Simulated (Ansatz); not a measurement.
`PS` + `N[SiH3]` → `[SiH3]NP` + H₂S at 700 K and 1 bar (ligand exchange at a P–S bond).

Program: Ansatz. Geometries: PBE0-D4/def2-TZVP. ΔE: electronic, gas phase. CCSD(T)/CBS is the MP2 limit (def2-TZVPP, def2-QZVPP) plus CCSD(T) − MP2 in def2-TZVPP, frozen cores. This one scheme is used for every species. One conformer a species, not always the lowest.

```csv
species,CCSD(T)/CBS energy (Eh),H − E (kJ/mol),S (J/(mol·K))
`PS`,-740.51379,110.9,323.0
`N[SiH3]`,-346.80422,180.7,336.3
`[SiH3]NP`,-688.33766,220.8,413.7
H₂S,-398.97279,64.8,236.9
```

H − E and S are ideal-gas, rigid-rotor, harmonic terms from PBE0-D4/def2-TZVP, for one conformer and one mirror image of each species. 1 Eh = 2625.50 kJ/mol, R = 8.31446 J/(mol·K).

Question: By hand: ΔE, ΔH, ΔS and ΔG.

Answer: ΔE = (-688.33766) + (-398.97279) − (-740.51379) − (-346.80422) = 0.00756 Eh = 19.8 kJ/mol. Δ(H − E) = 220.8 + 64.8 − 110.9 − 180.7 = -6.0, so ΔH = 13.8 kJ/mol. ΔS = 413.7 + 236.9 − 323.0 − 336.3 = -8.7 J/(mol·K). ΔG = 13.8 − 700 × (-8.7)/1000 = 19.9 kJ/mol.

Question: By hand: the equilibrium constant, and the temperature at which ΔG would vanish if ΔH and ΔS stayed fixed.

Answer: log₁₀ K = −ΔG/(RT ln 10) = -1.5. ΔH and −TΔS have one sign here, so there is no such temperature.

TΔS isn't small against ΔH here. A doubt of 5 kJ/mol in ΔE shifts log₁₀ K by 0.4 here. Other conformers and mirror images would add mixing entropy, several J/(mol·K) or more a flexible species. These are equilibria of isolated gas molecules and say nothing of rates. Largest T1 diagnostic: 0.012 (customary marks: 0.02 for closed shells, 0.045 for open ones).

ΔS is within the doubt of such terms, so its sign, and with it that verdict, could turn.
